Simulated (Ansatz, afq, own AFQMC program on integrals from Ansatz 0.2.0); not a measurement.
**HfH3S3, quartet: AFQMC among the cluster methods**

```xyz
7

S     0.2378    1.8726   -0.3372
Hf   -0.6487   -0.3334    0.7186
S    -0.1655   -2.7190    0.5354
S    -2.5195    1.4257    0.4673
H    -0.2068    1.7268   -1.6097
H     1.0017   -2.4130    1.1766
H    -2.1583    2.2128    1.5133
```

Basis def2-SVP with its core potentials. Only valence electrons are correlated. Ansatz 0.2.0 and our own AFQMC program on the same integrals; the CISD trial comes from CCSD amplitudes, and released means the phaseless constraint is let go. Error bars are statistical, one sigma. No spin–orbit coupling. The metal's outer-core s and p shells are frozen, which shifts wave-function levels against functionals.

Determinant: UHF, the one that the program's search chose, which needn't be the lowest solution. The geometry is a PBE0/def2-SVP stationary point of this or a neighbouring charge and spin state.

No full CI on the walks' own integrals is used here. The released AFQMC energy serves as the reference, which it does only where one determinant dominates, the energy is flat over the last release times and near the phaseless one (40 meV or 2 meV an electron, half that with transition metals). On small molecules, where full CI could be run and the noise was under 10 meV, such values lay within 10 meV of it in 19 cases of 20, a flattering rate, since the rule was set on those same cases; what remains of the bias isn't in the error bar.

Cautions: no spin-orbit coupling; outer-core shells of the metal frozen; higher spins were not checked; the released value is read at 1.20 1/Eh with a noise of 15 meV, more than in the cases checked (meV from the phaseless value at times in 1/Eh: -8 ± 10 at 0.24, -15 ± 8 at 0.48, -25 ± 7 at 0.80, -21 ± 15 at 1.20); released reference can be 30 meV off for metals.

```
T1 diagnostic                               : 0.0193
weight of the determinant in the CISD state : 0.775
⟨S²⟩ of the determinant                     : 3.780
size of the correlated space                : 25 electrons in 82 orbitals
```

Reference: AFQMC with the constraint released, correlation energy -14.345 ± 0.015 eV.

```csv
level,E − E(reference) (mEh),share of correlation (%)
HF,527.17 ± 0.54,0.00
MP2,74.82 ± 0.54,85.81
CCSD,19.85 ± 0.54,96.24
CCSD(T),2.42 ± 0.54,99.54
ph-AFQMC/CISD,0.75 ± 0.61,99.86
```

Released energies are given only where the last usable release times agree within the noise; a slower fall can still hide under it.
